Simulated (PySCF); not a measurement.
# Nuclear quadrupole coupling in t-cyanovinylacetylene

t-cyanovinylacetylene, C5H3N.
SMILES with atom numbers: `[CH:1]#[C:2]/[CH:3]=[CH:4]/[C:5]#[N:6]` (hydrogens: H7 on C1; H8 on C3; H9 on C4)

Field gradients from the PBE0/pcSseg-2 density (PySCF, non-relativistic), principal values in atomic units, ordered |Vxx| ≤ |Vyy| ≤ |Vzz|:

```json
{"atom": "N6", "Vxx": "0.4826", "Vyy": "0.5124", "Vzz": "-0.9949"}
```

Q: Find the asymmetry η = (Vxx − Vyy)/Vzz and the couplings χ = eQV/h (234.96 MHz × Q in barn × V in au), with Q(14N) = 0.02044 b.

A: 
| atom | environment | nucleus | η | χzz (MHz) | χxx (MHz) | χyy (MHz) |
| --- | --- | --- | --- | --- | --- | --- |
| N6 | nitrile nitrogen | 14N | 0.03 | -4.778 | 2.318 | 2.461 |

The gradient is axial or nearly so (η below 0.05) at N6. The tensor is traceless: Vxx + Vyy + Vzz = 0.

Q: What is Vzz at N6 in SI units (1 au = 9.71736 × 10²¹ V/m²)?

A: -0.9949 au = -9.668 × 10²¹ V/m².

Q: And the gradient at the other heavy atoms, for which no coupling is worked out here?

A: 
```
atom             environment  Vzz (au)     η
  C1  terminal alkyne carbon    -0.319  0.30
  C2           alkyne carbon    -0.297  0.04
  C3        alkene CH carbon     0.331  0.53
  C4        alkene CH carbon    -0.234  0.81
  C5          nitrile carbon    -0.405  0.03
```

Q: What couplings would deuterons (Q(2H) = 0.00286 b) have in place of the hydrogens, at this geometry?

A: 
```csv
atom,bonded to,bond length (Å),Vzz (au),η,χzz (kHz)
H7,C1,1.065,0.3288,0.01,221
H8,C3,1.086,0.2850,0.06,192
H9,C4,1.084,0.2897,0.08,195
```

Geometry: PBE0-D3(BJ)/def2-TZVP; no solvent, vibrations or thermal averaging.

The run behind these numbers computed NMR shieldings as well. Time: 24 s wall; peak memory 0.91 GiB. Hardware: AMD EPYC 7R43, one thread, no GPU, shared host with 256 logical CPUs at a one-minute load of 92.
